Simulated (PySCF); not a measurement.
# Choosing a basis for TDDFT

Compound: C5H10S.
Atom-mapped SMILES: `[CH3:1][CH2:2][C@@H:3]1[CH2:4][C@@H:5]1[SH:6]` (hydrogens: H7, H8, H9 on C1; H10, H11 on C2; H12 on C3; H13, H14 on C4; H15 on C5; H16 on S6)

TDDFT with PBE0 (PySCF), vertical singlets, core orbitals frozen in the response, spherical d and f functions. The structure is a single PBE0-D3(BJ)/def2-SVP conformer in the gas phase; no vibrational or solvent corrections.

| basis | functions | diffuse | S1 (eV) | S2 (eV) | S3 (eV) | S4 (eV) | S5 (eV) | LUMO (eV) | α (au) |
| --- | --- | --- | --- | --- | --- | --- | --- | --- | --- |
| 6-31G* | 108 | no | 5.91 | 7.43 | 7.90 | 8.13 | 8.21 | 1.16 | 66.3 |
| 6-31+G* | 132 | yes | 5.50 | 5.98 | 6.39 | 6.60 | 6.77 | 0.19 | 75.1 |
| def2-SVP | 138 | no | 6.06 | 7.00 | 7.55 | 7.91 | 8.19 | 1.25 | 67.5 |
| def2-SVPD | 207 | yes | 5.64 | 6.08 | 6.66 | 6.89 | 7.14 | 0.44 | 80.4 |
| aug-cc-pVDZ | 232 | yes | 5.42 | 5.85 | 6.05 | 6.21 | 6.41 | -0.14 | 81.8 |
| def2-TZVP | 252 | no | 5.63 | 6.59 | 7.09 | 7.36 | 7.63 | 0.71 | 77.1 |

How much do these states and the polarisability depend on the basis?

States are compared by their number. Against the largest diffuse basis here (aug-cc-pVDZ, itself not a converged limit), sets without diffuse functions differ by up to 0.64 eV in S1 and 1.81 eV in S5; the smaller diffuse sets differ by up to 0.22 and 0.74 eV. State by state, the largest deviation of a set without diffuse functions is S1 0.64, S2 1.58, S3 1.85, S4 1.92, S5 1.81 eV. The same number needn't mean the same state in each row. Against aug-cc-pVDZ the polarisability deviates by -19% in 6-31G*, -8% in 6-31+G*, -17% in def2-SVP, -2% in def2-SVPD, -6% in def2-TZVP. A single + in a Pople set puts diffuse functions on heavy atoms only.
